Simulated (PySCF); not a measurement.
Bonds (- single, = double, # triple, : aromatic): O1=S2 1.455 Å, S2-C3 1.871 Å, C3-C4 1.522 Å, C4-F5 1.377 Å, C4-C6 1.522 Å, C6-S2 1.871 Å. C3 carries H7, H8; C4 carries H9; C6 carries H10, H11. Stereochemistry as in O=[S@]1C[C@H](F)C1. H7, H11 are cis to F5 on the ring; H8, H10 are trans to F5 on the ring.

Geometry: GFN2-xTB; GIAO absolute shieldings from PySCF, gas phase, non-relativistic, averaged over equivalent atoms.

At LDA/cc-pVDZ (113 basis functions, 12 s wall time on 1 thread of an Intel Xeon Platinum 8488C, shared host):
| atoms | σ (ppm) |
| --- | --- |
| O1 | 267.2 |
| S2 | 236.1 |
| C4 | 105.6 |
| C3/C6 | 136.1 |
| F5 | 329.9 |
| H9 | 24.76 |
| H8/H10 | 28.33 |
| H7/H11 | 28.44 |

Estimate the result of repeating the calculation with CAM-B3LYP/pcSseg-1.

## Answers


```json
{"atoms": "O1", "σ at CAM-B3LYP/pcSseg-1": "278.4", "change": "+11.2"}
{"atoms": "S2", "σ at CAM-B3LYP/pcSseg-1": "161.5", "change": "-74.6"}
{"atoms": "C4", "σ at CAM-B3LYP/pcSseg-1": "92.8", "change": "-12.8"}
{"atoms": "C3/C6", "σ at CAM-B3LYP/pcSseg-1": "122.4", "change": "-13.7"}
{"atoms": "F5", "σ at CAM-B3LYP/pcSseg-1": "345.4", "change": "+15.5"}
{"atoms": "H9", "σ at CAM-B3LYP/pcSseg-1": "25.42", "change": "+0.66"}
{"atoms": "H8/H10", "σ at CAM-B3LYP/pcSseg-1": "28.51", "change": "+0.18"}
{"atoms": "H7/H11", "σ at CAM-B3LYP/pcSseg-1": "28.73", "change": "+0.29"}
```

The largest change is at S2 (sulfoxide sulfur). Cost: 134 basis functions, 16 s wall time on 1 thread of an Intel Xeon Platinum 8488C, shared host.
